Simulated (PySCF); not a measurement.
How the method moves the adiabatic energies of losing or gaining an electron of ketene

Structure: `C=C=O` (C2H2O).

All levels share the PBE0-D3(BJ)/ma-def2-SVP structures and the PBE0-D3(BJ)/ma-def2-SVP thermal terms; only the single-point energies (PySCF) change. Values are adiabatic energies of losing or gaining an electron (0 K, eV).

| level | ionisation energy to the radical cation | abs. error | time |
| --- | --- | --- | --- |
| HF/ma-def2-TZVP | 8.24 | 1.37 | 2.9 s |
| CCSD(T)/ma-def2-TZVP | 9.45 | 0.16 | 18 min |
| MP2/ma-def2-TZVP | 9.55 | 0.06 | 19 s |
| ωB97X-D3(BJ)/ma-def2-TZVP | 9.62 | 0.01 | – |
| ATcT 1.112 | 9.61 |  |  |

Times are wall times for all single points of a level on 1 thread of Arm Neoverse V1, a shared host; the dash marks the run that also made the structures.

Hartree-Fock leaves out electron correlation, so its ionisation energies and electron affinities from energy differences come out too low, often by 1 eV or more.

The spread: 1.38 eV, from 8.24 to 9.62.
